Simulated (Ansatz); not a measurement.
Geometry optimisation, RHF/def2-SVPD in Ansatz.

Input:

```yaml
crystal:
  periodic: [false, false, false]
  atoms:
    - { symbol: B, position_ang: [0.021721, -0.494079, -0.324735] }
    - { symbol: H, position_ang: [0.000292, 0.243004, 1.953359] }
    - { symbol: H, position_ang: [1.057504, 0.060475, -0.496388] }
    - { symbol: H, position_ang: [-1.042827, 0.003579, -0.49455] }
    - { symbol: Cl, position_ang: [0.070021, -2.267604, 0.098495] }
    - { symbol: H, position_ang: [0.022189, -0.469075, 1.95352] }
basis:
  gaussian: { orbitals: def2-SVPD }
hamiltonian:
  xc: hf
relax:
  f_tol: 0.03
  max_steps: 50
output:
  orbitals: {}
```

Run as:

```bash
$ ansatz run input.yaml --threads 1 --pin off --max-ram 2048MiB --backend cpu --events-out ev --progress --plain --runs-dir out
```

Problem. Where does it end, and by what steps?

Solution. It converged. After 6 steps the energy has fallen by 0.226 eV; H6 moved furthest, 0.78 Å.

```json
{"step": "0", "energy less start (eV)": "0.0000", "largest force component (eV/Å)": "1.541", "accepted": "yes"}
{"step": "1", "energy less start (eV)": "-0.1407", "largest force component (eV/Å)": "0.714", "accepted": "yes"}
{"step": "2", "energy less start (eV)": "-0.1887", "largest force component (eV/Å)": "0.631", "accepted": "yes"}
{"step": "3", "energy less start (eV)": "-0.2050", "largest force component (eV/Å)": "0.505", "accepted": "yes"}
{"step": "4", "energy less start (eV)": "-0.2173", "largest force component (eV/Å)": "0.504", "accepted": "yes"}
{"step": "5", "energy less start (eV)": "-0.2248", "largest force component (eV/Å)": "0.154", "accepted": "yes"}
{"step": "6", "energy less start (eV)": "-0.2256", "largest force component (eV/Å)": "0.006", "accepted": "yes"}
```

```xyz
6
Properties=species:S:1:pos:R:3
B 0.026 -0.656 -0.652
H -0.007 0.536 2.547
H 1.061 -0.071 -0.713
H -1.039 -0.128 -0.712
Cl 0.074 -2.409 -0.469
H 0.015 -0.197 2.689
```

Time of the run: 6.6 s on 1 thread of Arm Neoverse V1 (shared host), peak memory 0.12 GiB.
